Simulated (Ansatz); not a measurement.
A made-up structure of SiH₃S (charge +1), closed shell:

| atom | x (Å) | y (Å) | z (Å) |
| --- | --- | --- | --- |
| Si1 | -0.3671 | -0.4735 | -0.0721 |
| S2 | 1.1971 | 0.5212 | 0.7473 |
| H3 | 2.1998 | -0.1023 | 1.4221 |
| H4 | -1.2123 | 0.1565 | -1.0995 |
| H5 | 0.9864 | 1.6366 | 0.0113 |

It is relaxed with PBE-D4/def2-SVP and then PBE0-D4/def2-TZVP (Ansatz 0.2.0). Atoms count as bonded within 1.22 times the sum of their covalent radii (H–H: 0.88 Å). The end point is not checked to be a true minimum.

Task: Does its bonding change? (Judge from chemistry; the calculation decides.)

Result: By the calculation: No: no bond forms or breaks.

Where it ends: The first stage lowers the energy by 2.71 eV in 11 steps. It ends as SiH₃S ([SiH][SH2]), total charge +1:
```
5
angstrom
Si -0.3867 -0.8924 -0.2077
S 0.8705 0.7175 0.9457
H 2.0386 0.0763 1.1593
H -1.0406 0.3201 -0.8441
H 1.3221 1.5168 -0.0442
```

Labels in which every atom is bracketed show which atoms are joined, not bond orders.

For scale, one of the runs: PBE0-D4/def2-TZVP relaxation, 92 basis functions, launched by `ansatz run in.yaml --threads 2 --pin off --events-out ev --progress --plain --max-ram 4352MiB`. The run took about 7.5 s on 2 CPU threads of an Arm Neoverse V1 (shared host).
